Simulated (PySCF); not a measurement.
Ligands exchanged one at a time, B F-OH. Gas-phase values, no solvent. One relaxed conformer stands for each flexible species; it need not be the lowest. Strings in code marks are SMILES.

The S1–T1 gap (TDA) from two functionals at the same geometries (r2SCAN-D4/def2-TZVP), both in PySCF: PBE-D3(BJ)/def2-TZVP and r2SCAN-D4/def2-TZVP. Excitations are Tamm–Dancoff values on a coarser integration grid. The basis has no diffuse functions, so Rydberg states are missing or too high.

```json
[
 {"species": "0 of 3 F replaced by OH", "r2SCAN-D4/def2-TZVP (eV)": "0.29"},
 {"species": "1 of 3 F replaced by OH (`OB(F)F` (H–O–B–F torsion 180°))", "r2SCAN-D4/def2-TZVP (eV)": "0.48"},
 {"species": "2 of 3 F replaced by OH (`OB(O)F` (H–O–B–F torsion 0°, F–B–O–H torsion 0°))", "r2SCAN-D4/def2-TZVP (eV)": "0.35"},
 {"species": "3 of 3 F replaced by OH", "r2SCAN-D4/def2-TZVP (eV)": "0.22"}
]
```

Task: What does PBE-D3(BJ)/def2-TZVP give for each?

Result: 
- 0 of 3 F replaced by OH: 0.26
- 1 of 3 F replaced by OH (`OB(F)F` (H–O–B–F torsion 180°)): 0.37
- 2 of 3 F replaced by OH (`OB(O)F` (H–O–B–F torsion 0°, F–B–O–H torsion 0°)): 0.25
- 3 of 3 F replaced by OH: 0.14
Over these rows, drawn at random from the members with no instability flagged (it was tested for open shells, ions and some series alone), PBE minus r2SCAN-D4: mean -0.08 eV, from -0.11 eV to -0.03 eV.
